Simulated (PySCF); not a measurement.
## Calculated properties of protonated cyanoacetylene cation, `C#CC#[NH+]`

Compound: protonated cyanoacetylene cation, C3H2N (charge +1).
Cartesian coordinates in Å at the GFN2-xTB level; atoms count from 1:
```
atom  x, y, z in Å
C1     1.3511    0.8560   -0.8080
C2     0.4666    0.2948   -0.1972
C3    -0.5102   -0.3230    0.4764
N4    -1.3489   -0.8547    1.0579
H5     2.1254    1.3476   -1.3414
H6    -2.0809   -1.3188    1.5638
```

Among its groups: alkyne.

**GFN2-xTB geometry**

* Point group of the GFN2-xTB geometry: C∞v
* Rotational constant B (linear) of the GFN2-xTB geometry: 4.350 GHz

**PBE0/pcSseg-1 ground state and GIAO shieldings, non-relativistic (PySCF)**

- HOMO energy: -15.31 eV
- LUMO energy: -8.39 eV
- HOMO–LUMO gap: 6.92 eV
- Lowest Hirshfeld atomic charge: +0.03 e on C2
- Highest Hirshfeld atomic charge: +0.30 e on C3
- 13C chemical shifts (computed TMS as zero) by class: 113.6 (C1), 95.7 (C3), 54.8 (C2) ppm
- 1H chemical shifts (computed TMS as zero) by class: 5.76 (H6), 3.69 (H5) ppm
- Isotropic shieldings of nuclei other than C and H, by class: 136 (N4) ppm
- Mayer bond orders between heavy atoms: C1–C2 2.04, C2–C3 1.14, C3–N4 2.32

**B3LYP/pcJ-1 indirect spin-spin coupling, non-relativistic, gas phase (PySCF)**

* Largest of the computed one-bond spin–spin couplings (means over like bonds): 13C–1H +309.9 (C1–H5), 13C–13C +239.8 (C1–C2), 13C–13C +215.9 (C2–C3), 15N–1H -166.3 (N4–H6), 15N–13C -95.0 (N4–C3) Hz

Monoisotopic mass of the ion (most abundant isotopes, electron mass counted): 52.0182 u.

B corresponds to 0.1451 cm⁻¹ and a moment of inertia of 116.2 u Å² (most abundant isotopes).

